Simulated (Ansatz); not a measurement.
**How far a parabola holds: energy against volume of fcc Al**

Results of r²SCAN (Ansatz, a first-principles code, plane waves, PAW) for fcc Al. Run with plane-wave cutoff 560 eV, 24×24×24 k mesh, Fermi–Dirac smearing 0.05 eV, scalar-relativistic PAW data made under PBE. The cell has no free parameter but its volume, all volumes share cutoff and mesh, and the runs aren't spin-polarised. Energies are free energies at the run's smearing, counted from the lowest row; static lattice.

| V (Å³/atom) | E (meV/atom) |
|---|---|
| 14.944 | ? |
| 15.262 | 7.98 |
| 15.580 | 1.92 |
| 15.898 | 0.00 |
| 16.216 | 1.77 |
| 16.534 | 6.83 |

**Question.** Using a parabola, estimate the missing E at V = 14.944 from the other rows, showing the fit.

**Answer.** With u = V - 15.9, the rows have u = -0.6380, -0.3200, -0.0020, 0.3160, 0.6340. Least squares gives E = -0.006 - 0.697·u + 18.316·u². Residuals (row less fit): 0.086, -0.173, 0.005, 0.167, -0.084; standard error 0.190 (degrees of freedom: 2). The fitted curve has its minimum at V = 15.9, where E = -0.01. Its curvature is d²E/dV² = 2 × 18.316 meV/Å⁶, so B = V0·d²E/dV² × 0.1602 = 93.4 GPa. At the withheld row, u = -0.9560, so E = -0.006 - 0.697 × (-0.9560) + 18.316 × (-0.9560)² = 17.400 meV/atom. The calculation gives 18.66 meV/atom, 1.260 meV/atom above the prediction (6.8 % of the range of E in the table). The row lies outside the fitted rows, so this is an extrapolation. From the scatter of the fitted rows alone, a prediction at this place has a standard error of 0.450 meV/atom, so the miss is 2.8 times that.

The residuals are curvature that a parabola lacks, not noise. A solid that stiffens under compression and softens on expansion lies above the parabola at the compressed end and under it at the expanded end, as this row does. A third-order Birch-Murnaghan fit to the whole scan has B0 = 92.8 GPa. Only scans are tabulated whose curvature falls smoothly with volume, and where the parabola meets the shown rows within 5 % of their range and misses the end by 0.1 meV or more.

Measured, for comparison: bulk modulus 80.8 GPa (corrected for temperature and zero-point phonon effects, sources range from 77.1 to 82.0; as tabulated in Levämäki et al. (2014), arXiv:1402.3671). Computed less measured: bulk modulus +15 % (+13 % to +20 % over the range).
